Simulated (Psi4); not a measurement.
# UCCSD/cc-pVTZ run of [CF2]+ (SMILES F[C+]F)

What is the vertical doublet–quartet gap of [CF2]+ at UCCSD/cc-pVTZ? 

The calculation is run with Psi4 1.11.

2 further runs of the same task are left out: 2 set aside as unsound or not needed.

### 1 The molecule

[CF2]+: 3 atoms, total charge +1, spin state doublet. As SMILES, `F[C+]F`. The coordinates come from a PBE0-D4/def2-TZVP relaxation.

Bond lengths: F1–C2 1.214 Å, C2–F3 1.214 Å. Angles: F1–C2–F3 124.6°.

### 2 A single-point energy at UCCSD/cc-pVTZ

cf2.xyz reads:

```xyz
3
CF2
F      0.379110     0.972980     0.316190
C      0.275710    -0.221360     0.127270
F     -0.654830    -0.751620    -0.443470
```

run_ase.py reads:

```python
import numpy as np
from ase.calculators.psi4 import Psi4
from ase.io import read

atoms = read('cf2.xyz')
calc = Psi4(atoms=atoms, method='ccsd', basis='cc-pVTZ', memory='2200MB', num_threads=1, charge=1, multiplicity=2, label='calc', reference='uhf')
calc.psi4.set_options({'puream': True, 'e_convergence': 1e-09, 'd_convergence': 1e-08, 'scf_type': 'pk', 'num_frozen_docc': 3, 'maxiter': 100})
atoms.calc = calc

print(f'energy: {atoms.get_potential_energy():.6f} eV')
```

Run with:

```console
python run_ase.py
```

calc.dat:

```text
[...]
  Running in c1 symmetry.
[...]
  Nuclear repulsion =   67.033256693421961
[...]
  Multiplicity = 2
[...]
  Nalpha       = 12
  Nbeta        = 11
[...]
    Number of basis functions: 90
[...]
   @UHF iter   1:  -236.27822932816827    1.46449e-01   5.15525e-03 ADIIS/DIIS
[...]
   @UHF iter  13:  -236.38132752341878   -2.16005e-12   8.05452e-09 DIIS
[...]
   @S^2 Observed:                7.556601519E-01
[...]
    Orbital Energies [Eh]
    ---------------------
    Alpha Occupied:
       1A    -26.767728     2A    -26.767701     3A    -11.910371
       4A     -2.155449     5A     -2.090130     6A     -1.344180
       7A     -1.243123     8A     -1.213900     9A     -1.162806
      10A     -1.076323    11A     -1.059657    12A     -0.907715
    Alpha Virtual:
      13A     -0.257900    14A     -0.002060    15A      0.038210
      16A      0.096672    17A      0.119329    18A      0.233031
      19A      0.309765    20A      0.488763    21A      0.503991
      22A      0.509330    23A      0.592226    24A      0.648325
      25A      0.693905    26A      0.720681    27A      0.743822
[...]
  @UHF Final Energy:  -236.38132752341878
   => Energetics <=
    Nuclear Repulsion Energy =             67.0332566934219614
    One-Electron Energy =                -452.6012736386117012
    Two-Electron Energy =                 149.1866894217709785
    Total Energy =                       -236.3813275234187756
  UHF NO Occupations:
  HONO-2 :   10  A 1.9990601
  HONO-1 :   11  A 1.9987464
[...]
 Multipole Moments:
 ------------------------------------------------------------------------------------
     Multipole            Electronic (a.u.)      Nuclear  (a.u.)        Total (a.u.)
 ------------------------------------------------------------------------------------
 L = 1.  Multiply by 2.5417464519 to convert [e a0] to [Debye]
 Dipole X            :          0.2482762            0.1872806            0.4355568
 Dipole Y            :         -0.1993366           -0.1503607           -0.3496973
 Dipole Z            :          0.1146074            0.0864515            0.2010589
 Magnitude           :                                                    0.5936519
[...]
      * MP2 total energy                      = -236.982886861572950
[...]
      * CCSD total energy                     = -236.985352624622976
```

The script printed:

```text
energy: -6448.699912 eV
```

It took 2.5 min on 1 thread of AMD EPYC (Zen 3), shared host; peak memory 0.83 GiB.

### 3 The quartet

input.inp reads:

```
memory 2200 MB

molecule m {
  1 4
  F
  C 1 r2
  F 2 r3 1 a3

  r2 = 1.213602
  r3 = 1.2136
  a3 = 124.64807
  symmetry c1
  no_reorient
  no_com
}

set {
  reference uhf
  puream true
  e_convergence 1e-09
  d_convergence 1e-08
  scf_type pk
  num_frozen_docc 3
  maxiter 100
}

energy('ccsd/cc-pVTZ')
```

Run with:

```console
psi4 -i input.inp -o input.out -n 1
```

input.out:

```text
[...]
  Running in c1 symmetry.
[...]
  Nuclear repulsion =   67.033258141160943
[...]
  Multiplicity = 4
[...]
  Nalpha       = 13
  Nbeta        = 10
[...]
    Number of basis functions: 90
[...]
   @UHF iter   1:  -235.95872927999889    4.65949e-01   5.08474e-03 DIIS/ADIIS
[...]
   @UHF iter  17:  -236.08269467221288   -1.39266e-12   5.33168e-09 DIIS
[...]
   @S^2 Observed:                3.794538508E+00
[...]
    Orbital Energies [Eh]
    ---------------------
    Alpha Occupied:
       1A    -26.863279     2A    -26.863267     3A    -11.748058
       4A     -2.234952     5A     -2.179766     6A     -1.411482
       7A     -1.304171     8A     -1.299721     9A     -1.271009
      10A     -1.224994    11A     -1.194265    12A     -0.886938
      13A     -0.725207
    Alpha Virtual:
      14A     -0.018679    15A      0.038082    16A      0.120564
      17A      0.131929    18A      0.218040    19A      0.336390
      20A      0.474294    21A      0.514166    22A      0.527463
      23A      0.546080    24A      0.607137    25A      0.695316
[...]
  @UHF Final Energy:  -236.08269467221288
   => Energetics <=
    Nuclear Repulsion Energy =             67.0332581411609425
    One-Electron Energy =                -451.8238581896599158
    Two-Electron Energy =                 148.7079053762860781
    Total Energy =                       -236.0826946722128810
  UHF NO Occupations:
  HONO-2 :   11  A 1.0000000
  HONO-1 :   12  A 1.0000000
[...]
 Multipole Moments:
 ------------------------------------------------------------------------------------
     Multipole            Electronic (a.u.)      Nuclear  (a.u.)        Total (a.u.)
 ------------------------------------------------------------------------------------
 L = 1.  Multiply by 2.5417464519 to convert [e a0] to [Debye]
 Dipole X            :          0.1309001           -0.2260526           -0.0951526
 Dipole Y            :          0.0686380           -0.1185598           -0.0499218
 Dipole Z            :          0.0000000            0.0000000            0.0000000
 Magnitude           :                                                    0.1074532
[...]
      * MP2 total energy                      = -236.649184902818718
[...]
      * CCSD total energy                     = -236.664973797856391
[...]
```

Wall time 2.8 min (1 thread of AMD EPYC (Zen 3), shared host); peak memory 0.84 GiB.

### 4 What came out

At UCCSD/cc-pVTZ, 3 core orbitals frozen:

```
                                                           quantity          value
                                              doublet: total energy  -236.98535 Eh
doublet: HOMO energy (Hartree–Fock orbitals) (highest over α and β)      -24.70 eV
 doublet: LUMO energy (Hartree–Fock orbitals) (lowest over α and β)       -7.90 eV
               doublet: correlation energy (3 core orbitals frozen)     -604.0 mEh
                         doublet: ⟨S²⟩ of the reference determinant          0.756
                                             doublet: T1 diagnostic          0.029
                                              quartet: total energy  -236.66497 Eh
quartet: HOMO energy (Hartree–Fock orbitals) (highest over α and β)      -19.73 eV
 quartet: LUMO energy (Hartree–Fock orbitals) (lowest over α and β)      -14.33 eV
               quartet: correlation energy (3 core orbitals frozen)     -582.3 mEh
                         quartet: ⟨S²⟩ of the reference determinant          3.795
                                             quartet: T1 diagnostic          0.028
                   vertical energy of the quartet above the doublet       8.718 eV
```

What this shows: At this shape the quartet lies 8.72 eV (841 kJ/mol) above the doublet.
